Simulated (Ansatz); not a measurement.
Process, species as SMILES: ClO (OH-Cl) → [OH] (OH) + Cl atom
B3LYP-D3(BJ)/def2-TZVP geometries, fixed; electronic energies without zero-point terms.
Largest species:
```xyz
3

O      0.0220     1.1044    -0.0012
H     -0.9233     1.3146     0.0160
Cl     0.0439    -0.5970    -0.0004
```
Charge 0, spin multiplicity 1.

Energies in hartree at B3LYP with Ansatz (a first-principles code); the bond dissociation energy is their sum with the coefficients shown, times 627.509 kcal/mol a hartree. All functions are spherical. The program fits the integrals of some runs and decomposes those of others, by size. Open shells are unrestricted. No added dispersion term, no relativity.

```json
[
 {"species": "OCl (OH-Cl)", "coefficient": "-1", "part": "B3LYP", "cc-pV(D+d)Z": "-535.97619", "cc-pV(T+d)Z": "-536.02710", "cc-pV(Q+d)Z": "-536.03897"},
 {"species": "[OH] (OH)", "coefficient": "+1", "part": "B3LYP", "cc-pV(D+d)Z": "-75.73206", "cc-pV(T+d)Z": "-75.76412", "cc-pV(Q+d)Z": "-75.77230"},
 {"species": "Cl atom", "coefficient": "+1", "part": "B3LYP", "cc-pV(D+d)Z": "-460.15858", "cc-pV(T+d)Z": "-460.17471", "cc-pV(Q+d)Z": "-460.17855"}
]
```

Question: Predict the bond dissociation energy in cc-pV(5+d)Z (X = 5): let each B3LYP step shrink by the ratio of the last two. Compare with the run.

Answer: 
- OCl (OH-Cl): steps -0.05091 and -0.01187, ratio 0.233, so B3LYP -536.04174 (run: -536.04472).
- [OH] (OH): steps -0.03206 and -0.00818, ratio 0.255, so B3LYP -75.77439 (run: -75.77530).
- Cl atom: steps -0.01613 and -0.00384, ratio 0.238, so B3LYP -460.17946 (run: -460.18157).
Predicted 55.15 kcal/mol; the run in cc-pV(5+d)Z gives 55.13, a miss of 0.03. Keeping the value in cc-pV(Q+d)Z, 55.30, would miss by 0.17. All sums are of the energies as printed.
